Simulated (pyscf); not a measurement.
A first-order saddle from PySCF, ωB97X-D3(BJ)/def2-SVP:

```xyz
6

O     -1.0591     0.0288     2.1569
Si    -1.6176     0.1354     0.7569
F     -1.4601    -1.2466    -0.3691
F     -3.0047     0.7198     0.2264
F     -0.5657     0.6870    -0.5810
H     -0.8014    -0.4239    -0.8866
```

Surface: singlet, charge 0. Lowest wavenumbers (cm⁻¹): 810i, 216, 299, 302, 347.

Question: Which two sides does it connect, and which bonds change?

Answer: O=Si(F)–F + hydrogen fluoride (HF) <-> O=Si(F)–F + hydrogen fluoride (HF), a four-centre exchange read from left to right: F–Si, F–H broken and F–Si, F–H formed. At CCSD(T)/def2-TZVPP + ΔMP2(QZVPP) it lies +3.5 kcal/mol from the left side and +3.5 kcal/mol from the right (each side as separated species at their lowest minima found). On the reactant side the descent ends in an adduct with a F–Si contact, 11.7 kcal/mol under the separated species and 13.1 kcal/mol under the saddle at ωB97X-D3(BJ)/def2-TZVP. On the product side the descent ends in an adduct with a F–Si contact, 11.6 kcal/mol under the separated species and 13.0 kcal/mol under the saddle at ωB97X-D3(BJ)/def2-TZVP. What is counted as formed (F–Si) is already present as a longer contact in the reactant adduct; forming that adduct is a step of its own. What is counted as broken (F–Si) persists as a longer contact in the product adduct; parting that adduct is a step of its own. At ωB97X-D3(BJ) the barrier from the zero used here is 1.4 kcal/mol. One saddle was located; it need not be the lowest between these sides. The CCSD(T) − MP2 part came from Ansatz, without density fitting, on the same reference.
